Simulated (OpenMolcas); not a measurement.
## Potential curves of LiF: spin-free states

Calculated with OpenMolcas 26.06: state-averaged CASSCF(6,7) over F 2p, Li 2s 2p, XMS-CASPT2 (IPEA 0.25, imaginary shift 0.2 hartree), scalar X2C, ANO-RCC-VTZP, then RASSI spin–orbit state interaction with atomic mean-field integrals. C2 symmetry about the axis (a holds Σ, Δ, Γ; b holds Π, Φ, H; Σ⁺ and Σ⁻ are not told apart); roots by multiplicity and irrep: 1a 6, 3b 6, 1b 6, 3a 5.

XMS-CASPT2 energies in eV from the lowest point. Curves are followed by energy order within each symmetry, so they are adiabatic and may change character at avoided crossings; Σ⁺ and Σ⁻ are counted together.

```csv
R (Å),(1)1Σ,(1)3Σ,(2)1Σ,(1)1Π,(1)3Π,(2)3Σ,(1)1Δ,(3)1Σ,(1)3Δ
1.440,0.218,7.324,7.296,7.202,7.222,8.703,8.826,8.860,8.832
1.523,0.036,6.937,6.919,6.738,6.788,8.211,8.315,8.352,8.330
1.599,0.000,6.691,6.684,6.461,6.490,7.914,8.004,8.040,8.026
1.758,0.157,6.368,6.387,6.142,6.165,7.568,7.630,7.664,7.665
1.841,0.312,6.260,6.295,6.059,6.081,7.479,7.526,7.560,7.568
1.959,0.571,6.151,6.207,5.994,6.016,7.414,7.443,7.475,7.494
2.109,0.938,6.050,6.134,5.961,5.978,7.390,7.398,7.429,7.460
2.344,1.516,5.935,6.064,5.948,5.959,7.411,7.391,7.420,7.466
2.678,2.276,5.821,5.989,5.936,5.939,7.466,7.419,7.442,7.505
3.181,3.200,5.717,5.839,5.900,5.901,7.528,7.458,7.474,7.551
3.850,4.079,5.661,5.704,5.861,5.877,7.571,7.486,7.494,7.581
```

The 9 lowest clean curves are shown; the next is (4)1Σ, from 7.51 eV. Only roots inside an energy window near the equilibrium distance were included, so the list of states is not complete; labels number the states computed. Each spin and symmetry block has orbitals of its own, averaged over its own roots, so gaps between blocks are less sure than gaps within one and near the minimum can be off by tenths of an eV, in bad cases by more. No Rydberg orbitals are active, so Rydberg states, and σ→σ* states whose orbital the CASSCF left unused, can be missing between those listed. CASPT2 splits the two components of degenerate states numerically, here by up to 37 cm⁻¹. At stretched bonds a block can hold a wrong CASSCF solution and miss its lowest state; points past a visible jump are left out. The CASPT2 reference weights are uneven, so some states carry less reliable energies. Points that failed a check (symmetry, reference weights, a jump) are left out.
